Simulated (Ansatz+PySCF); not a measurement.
## doublet C3H5O: levels of theory in one basis

```xyz
9

C    -1.1290   -0.8743   -0.0001
C    -0.0854    0.1172   -0.0003
C     1.3594   -0.3580   -0.0001
H    -2.1582   -0.5379    0.0011
H    -0.9180   -1.9375   -0.0005
O    -0.3708    1.3368    0.0000
H     2.0217    0.5062   -0.0144
H     1.5682   -0.9600    0.8895
H     1.5621   -0.9862   -0.8727
```

Basis set: cc-pVTZ (spherical functions). Correlated methods keep 4 orbitals frozen. Correlation on ROHF uses semicanonical orbitals with singles. Charge 0, multiplicity 2.

Computed with Ansatz (development build ahead of 0.2.0) and PySCF 2.14.0; each method stands on the lowest determinant of its kind that the runs found.

```tsv
method	E − E(ROHF) (eV)	<S²> of the determinant
ROHF	0.00	0.75
UHF	-0.37	0.93
UHF-MP2	-19.04	0.93
```

(1) What does ROHF-MP2 give on the same scale?

## Answers

(1) -19.40 eV.

Caution for UHF, UHF-MP2: the unrestricted determinant is spin contaminated. Caution for ROHF-MP2, UHF-MP2: forces differ strongly between restricted and unrestricted references.
